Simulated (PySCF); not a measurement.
C₄H₆O (charge +1 and doublet state).
Geometry (PBE0-D3(BJ)/def2-SVP, Å), atoms numbered from 1 in this order:
```xyz
11
C4H6O angstrom
O      2.3460   -0.1792   -0.2355
C      1.1918   -0.0894   -0.1210
C      0.0604    0.9150   -0.5640
C     -1.0330    0.0765    0.0928
C      0.0310   -0.9186    0.5483
H      0.3169    1.8862   -0.1052
H      0.0972    0.9526   -1.6670
H     -1.5569    0.5819    0.9118
H     -1.7635   -0.3384   -0.6107
H      0.2706   -0.9661    1.6253
H      0.0504   -1.9152    0.0732
```

The species is `[O+]=C1CCC1` [radical] (charge +1).

Method: UKS B3LYP, IGLO-III on C O, pcH-1 on H, non-relativistic, mean-field spin-orbit, GIAO in PySCF 2.14.0. Isolated species at its PBE0-D3(BJ)/def2-SVP geometry, gas phase. The SCF solution wasn't tested for stability. No frequencies were computed at this geometry's level, so the symmetric structure isn't shown to be a minimum.

Problem. Match the computed a_iso(13C) values +84.6, -83.4, -8.6 MHz (means over equivalent nuclei) with the sites C2; C3/C5; C4.

Solution. 
```tsv
site	a_iso (MHz)	ρ(0) (bohr⁻³)	position	distance from O1 (Å)	spin population	largest |T| (MHz)
C2	-83.4	-0.0742	1 bond from O1	1.16	0.00	24.2
C3/C5	+84.6	+0.0753	2 bonds from O1	2.55	+0.25	53.3
C4	-8.6	-0.0077	3 bonds from O1	3.40	-0.03	2.4
```

Problem. Match the computed a_iso(1H) values +26.9, -0.1 MHz (means over equivalent nuclei) with the sites H6/H7/H10/H11; H8/H9.

Solution. 
```tsv
site	a_iso (MHz)	ρ(0) (bohr⁻³)	position	distance from O1 (Å)	bound to	spin population there	largest |T| (MHz)
H6/H7/H10/H11	+26.9	+0.0060	3 bonds from O1, on C3 of spin population +0.25	2.90	C3/C5	+0.25	13.5
H8/H9	-0.1	0.0000	4 bonds from O1	4.13	C4	-0.03	5.0
```

ρ(0) is the spin density at the nucleus and T the dipolar tensor; entries for several nuclei are means. The largest Mulliken spin populations are on O1 (+0.49), C3 (+0.25) and C5 (+0.25). Three atoms exceed +0.15.

Examples of negative spin density at the nucleus (bohr⁻³): C2 (-0.0742) and C4 (-0.0077).

Means are taken over nuclei equivalent by connectivity, which assumes that they swap fast.

The SMILES `[O+]=C1CCC1` draws the unpaired electron on O1, whose computed spin population is only +0.49.
